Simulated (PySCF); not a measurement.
Compound: C₂H₄Si (triplet state).
Cartesian coordinates in Å at the GFN2-xTB level; atoms count from 1:
```xyz
7
C2H4Si angstrom
C     -0.9413    0.3505   -0.0498
C     -0.0635   -0.6623    0.0950
Si     1.7189   -0.4346    0.4478
H     -0.6448    1.3823    0.0354
H     -1.9821    0.1683   -0.2582
H     -0.4278   -1.6775   -0.0029
H      2.3440    0.8782    0.6051
```

The hyperfine couplings belong to this conformer and change with its torsions.

As a line formula: `C=C[SiH]` [triplet].

Level of theory: UKS B3LYP, pcH-1 on C H Si, non-relativistic, mean-field spin-orbit, GIAO in PySCF. Isolated species at its GFN2-xTB geometry (one conformer only). This triplet need not be the ground state; the singlet was not compared here. Couplings are sensitive to structure, and on GFN2-xTB geometries they can be far from those on DFT ones, by a factor of two or more for some ions and for spin on atoms past the first row.

Give the principal g shifts and their parts.

| Δg (ppm) | 1 | 2 | 3 |
| --- | --- | --- | --- |
| relativistic mass correction | -131 | -131 | -131 |
| gauge correction | 35 | 48 | 20 |
| orbital Zeeman/spin–orbit | -805 | 724 | 885 |
| total | -901 | 641 | 774 |

So g = 2.00142, 2.00296, 2.00309 and g_iso = 2.00249; the tensor is close to axial: the two nearest values differ by 8 % of g3 − g1. Axes: g2 is normal to the molecular plane and g3 points within 7° of the C1–C2 bond.

What are the electron Larmor frequencies g μB B/h along the three axes at 340 mT?

9.5242, 9.5315, 9.5322 GHz for g1, g2 and g3, a range of 8.0 MHz.

Average each term over the three axes. Which is largest in size?

The orbital-Zeeman/spin–orbit term 268, the mass correction -131 and the gauge correction 34 ppm, for a total of 171 ppm. The orbital-Zeeman/spin–orbit term is the largest in size. The mass correction is the same along every axis, so the anisotropy comes from the other two: their spans along these axes are 27 (gauge) and 1690 ppm (orbital Zeeman/spin–orbit).

The Mulliken spin populations are largest on Si3 (+1.74), C1 (+0.35) and C2 (-0.13). The positive populations add up to 2.15 and the negative ones to -0.15, together 2S = 2.

The HOMO–LUMO gaps are 4.67 eV among the α and 4.61 eV among the β orbitals.

The run took 22 s wall on an Arm Neoverse V2 with one thread, on a shared host.
